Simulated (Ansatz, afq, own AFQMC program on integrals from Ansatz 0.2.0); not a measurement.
## Where AFQMC and coupled cluster stand for BeBH$_{3}$, singlet

```xyz
5

B     0.0000    0.0000    0.6569
Be    0.0000    0.0000   -0.8391
H     0.0000    1.0032    1.3187
H     0.0000   -1.0032    1.3187
H     0.0000    0.0000   -2.1803
```

Connectivity, by distances: BH2–BeH.

Basis cc-pVDZ. Noble-gas cores (and the filled d shells of Ga–Kr and In–Xe) are frozen. AFQMC by an in-house program on the Cholesky factors that Ansatz 0.2.0 writes for its CCSD(T) run. The CISD trial takes its coefficients from CCSD amplitudes. Released means that phaseless walkers are propagated on without the constraint, phases kept. Uncertainties: one standard error, sampling alone.

Determinant: RHF, the one that the program's search chose, which needn't be the lowest solution. The geometry is a point of a scan.

No full CI on the walks' own integrals is used here; CCSDT(Q) serves as the reference and is uncertain by about the last step of the cluster series.

The T1 diagnostic is 0.0088 and the weight of the determinant in the CISD state is 0.908. The size of the correlated space is 8 electrons in 41 orbitals.

Reference: CCSDT(Q), correlation energy -4.399 eV. The released energy is read at 2.40 1/Eh (meV from the phaseless value at times in 1/Eh: -4 ± 6 at 0.24, 0 ± 4 at 0.51, 0 ± 5 at 0.99, -1 ± 8 at 1.62, -6 ± 8 at 2.40).

```json
{"level": "HF", "E − E(reference) (kJ/mol)": "424.4", "share of correlation (%)": "0.00"}
{"level": "MP2", "E − E(reference) (kJ/mol)": "99.9", "share of correlation (%)": "76.45"}
{"level": "CCSD", "E − E(reference) (kJ/mol)": "9.5", "share of correlation (%)": "97.76"}
{"level": "CCSD(T)", "E − E(reference) (kJ/mol)": "2.1", "share of correlation (%)": "99.51"}
{"level": "CCSDT", "E − E(reference) (kJ/mol)": "0.3", "share of correlation (%)": "99.93"}
{"level": "ph-AFQMC/CISD", "E − E(reference) (kJ/mol)": "0.2 ± 0.5", "share of correlation (%)": "99.95"}
{"level": "released AFQMC", "E − E(reference) (kJ/mol)": "-0.4 ± 0.8", "share of correlation (%)": "100.09"}
```

A walk keeps the symmetry of its determinant, which the program's search chose and which needn't be the lowest solution, so a lower state of the same spin and another symmetry isn't excluded. Released energies are given only where the last usable release times agree within the noise; a slower fall can still hide under it.
